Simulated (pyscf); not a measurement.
silicon tetrachloride (Cl–Si(Cl)(Cl)–Cl) + water (H₂O) → hydrogen chloride (HCl) + HO–Si(Cl)(Cl)–Cl (four-centre exchange; singlet surface; Cl–Si, H–O broken, Cl–H, O–Si formed). Optimised with ωB97X-D3(BJ)/def2-SVP in PySCF. Rate constants from transition-state theory, ωB97M-D3(BJ)/def2-TZVP energies (ideal gas, 1 atm, RRHO with modes under 100 cm⁻¹ raised to 100, one conformer, R ln 2 for rigid chiral ones; no tunnelling), k in cm³ molecule⁻¹ s⁻¹.

```json
[
 {"T (K)": "298", "1000/T": "3.354", "log10 k": "-28.15"},
 {"T (K)": "600", "1000/T": "1.667", "log10 k": "-20.27"},
 {"T (K)": "900", "1000/T": "1.111", "log10 k": "?"},
 {"T (K)": "1200", "1000/T": "0.833", "log10 k": "-15.92"}
]
```

Fit an Arrhenius line to the three values, give the activation energy, and predict k at 900 K.

Least squares gives log10 k = -12.03 − 4.83 × 1000/T, so Ea = 4.83 × ln 10 × 1.987 = 22.1 kcal/mol, against an electronic barrier of 21.7. At 900 K the line gives -17.40; the computed value is -17.44 (ΔG‡ = 48.6 kcal/mol), close to the line. One saddle was located; it need not be the lowest between these sides.
